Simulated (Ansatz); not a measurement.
# Ligand redistribution between two centres

Start structure (CH10Si2, singlet), relaxed at PBE0-D4/def2-TZVP:

Si1  (-0.939, 0.469, -1.361)
C2  (0.385, -0.814, -1.676)
H3  (-2.032, 0.353, -2.365)
H4  (-0.376, 1.843, -1.440)
H5  (-1.537, 0.290, -0.010)
Si6  (0.501, 0.220, 2.415)
H7  (1.063, 1.074, 1.337)
H8  (1.442, 0.202, 3.565)
H9  (0.323, -1.163, 1.905)
H10  (-0.807, 0.766, 2.853)
H11  (0.809, -0.695, -2.675)
H12  (1.195, -0.722, -0.949)
H13  (-0.027, -1.823, -1.599)
(Å)

The step: CH₆Si ([CH3][SiH3]) + SiH₄ → CH₆Si ([CH3][SiH3]) + SiH₄; bonds formed: Si1–H7, C2–Si6; bonds broken: Si1–C2, Si6–H7. Program: Ansatz 0.2.0. Basis: def2-TZVPP and def2-QZVPP. Cores are frozen in the correlated methods. Extrapolation: Hartree–Fock as exp(−7.88 √X), correlation as X^−2.97. Energies below are by CCSD(T) at an estimated basis limit (MP2 extrapolated from triple and quadruple zeta, plus CCSD(T) − MP2 in triple zeta).

(1) What are the electronic barrier and the energy of the step, from the start structure to the end structure? (An estimate is asked for; the value comes from the calculation.)

The T1 diagnostic stays at or below 0.012.

Answers

(1) The calculation gives: Barrier 71.50 kcal/mol; step energy 0.00 kcal/mol (both ends alike: a degenerate step); reverse barrier, their difference, 71.50 kcal/mol. Barrier and step energy count from the start structure, the reverse barrier from the end structure.

The saddle point: One imaginary mode of 547i cm⁻¹.
```tsv
pair	start (Å)	saddle (Å)	end (Å)
Si1–H7	3.41	1.69	1.49
C2–Si6	4.22	2.12	1.87
Si1–C2	1.87	2.12	4.22
Si6–H7	1.49	1.69	3.41
```

Zero-point energy (harmonic, PBE0-D4): ZPE is 58.36 kcal/mol at the start and 59.76 kcal/mol at the saddle, so the barrier goes from 71.50 to 72.91 kcal/mol.

Ligand swaps between two centres remove the fluorinated layer in thermal atomic layer etching, and scramble precursors in the gas phase.

Labels in which every atom is bracketed show which atoms are joined, not bond orders.

For scale, one of the runs: CCSD(T)/def2-TZVPP, 255 basis functions, launched by `ansatz run in.yaml --threads 4 --pin off --events-out ev --progress --plain --max-ram 9574MiB`. Hardware: 4 CPU threads of an Arm Neoverse V1, shared host. Wall time 100 s; peak host memory 5.3 GiB.
